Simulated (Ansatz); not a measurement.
Bulk modulus B0 (GPa) of solids drawn from the class of elemental solids other than molecular ones, at two levels: PBE (Ansatz, a first-principles code, plane waves, PAW), and B3LYP (VWN-RPA form) (plane waves, PAW; Ansatz).

```csv
solid,PBE,B3LYP (VWN-RPA form),shift (%)
fcc Ag,91.5,71.7,-22
bcc Li,13.9,13.7,-1.4
fcc Rh,257,246,-4.3
bcc Ta,194,203,+4.6
fcc Ir,347,340,-2.0
fcc Ni,197,175,-11.2
fcc Pd,168,144,-14.3
```

The shifts run from -22 % to +4.6 %, with a median of -4.3 %.

Of 7 rows, B3LYP (VWN-RPA form) is the larger in 1 and the smaller in 6.

Ansatz's runs of these crystals have no spin polarisation, but for fcc Ni. Meta-GGAs and exact exchange favour moments, which can bear on fcc Rh, fcc Ni, fcc Pd.

Density-functional runs with spin start from parallel moments for fcc Ni.

Spin–orbit coupling is left out, also for the solids with elements from indium on (bcc Ta, fcc Ir); its size isn't shown.

Exact exchange on metals is sensitive to the k mesh.

Each level is taken at its own relaxed cell. Caveats: the cell is over a tenth larger than the published one: the level's own overestimate first of all, though another phase or state, or a fault of the published cell, is possible (B3LYP (VWN-RPA form): fcc Ag). Ansatz's density-functional and Hartree–Fock values are scalar-relativistic unless marked +SOC, with PAW data made under PBE.
